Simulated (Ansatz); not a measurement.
# SiH4: functionals against CCSD(T) at one geometry

An exercise on one series of results from a longer session: the logs are not shown, and one member is left open.

The runs use Ansatz 0.2.0, Gaussian basis; single points in def2-TZVPP.

Correlated methods freeze the cores. B3LYP uses VWN-RPA correlation.

### The starting structure

5 atoms, charge 0, spin multiplicity 1.

Atoms are counted from 1 here; the program's logs count them from 0.

Bond lengths: Si1–H4 1.564 Å, Si1–H5 1.373 Å. Angles: H4–Si1–H5 101.7°.

Geometry (Å):

```xyz
5
charge 0, multiplicity 1
Si   -0.4608   -0.7161    0.1827
H     0.0759    0.8953    0.9828
H     0.5511    0.9808    0.1721
H    -0.9404    0.0346   -1.1027
H     0.7837   -1.1527   -0.1982
```

The first run:

File run/in.yaml:

```yaml
crystal:
  periodic: [false, false, false]
  atoms:
    - {symbol: Si, position_ang: [-0.460800, -0.716100, 0.182700]}
    - {symbol: H, position_ang: [0.075900, 0.895300, 0.982800]}
    - {symbol: H, position_ang: [0.551100, 0.980800, 0.172100]}
    - {symbol: H, position_ang: [-0.940400, 0.034600, -1.102700]}
    - {symbol: H, position_ang: [0.783700, -1.152700, -0.198200]}
basis:
  gaussian: {orbitals: def2-TZVPP}
correlation: {method: ccsd_t}
output: {forces: true}
```

The command line of these runs was not kept.

Steps of the session up to this table: CCSD(T)/def2-TZVPP; PBE0-D4/def2-TZVPP; wB97M-V/def2-TZVPP; r2SCAN-D4/def2-TZVPP; PBE-D4/def2-TZVPP; revPBE-D4/def2-TZVPP; B3LYP-D4/def2-TZVPP.

One of the session's tables, all rows but one given; the rest of the session is left out.

| method | RMS force component (eV/Å) | angle to CCSD(T) forces (°) | dipole (D) |
| --- | --- | --- | --- |
| CCSD(T) | 1.465 | reference | 1.03 |
| PBE0-D4 | 1.424 | 5.9 | 0.99 |
| wB97M-V | 1.454 | 1.1 | 0.95 |
| r2SCAN-D4 | 1.413 | 7.8 | 0.96 |
| PBE-D4 | ? | ? | ? |
| revPBE-D4 | 1.343 | 15.7 | 0.91 |
| B3LYP-D4 | 1.384 | 3.9 | 0.90 |

Estimate the missing values for PBE-D4.

As computed: RMS force component (eV/Å): 1.394; angle to CCSD(T) forces (°): 11.6; dipole (D): 0.89. In the column «RMS force component (eV/Å)» it lies between B3LYP-D4 (1.384) and r2SCAN-D4 (1.413).
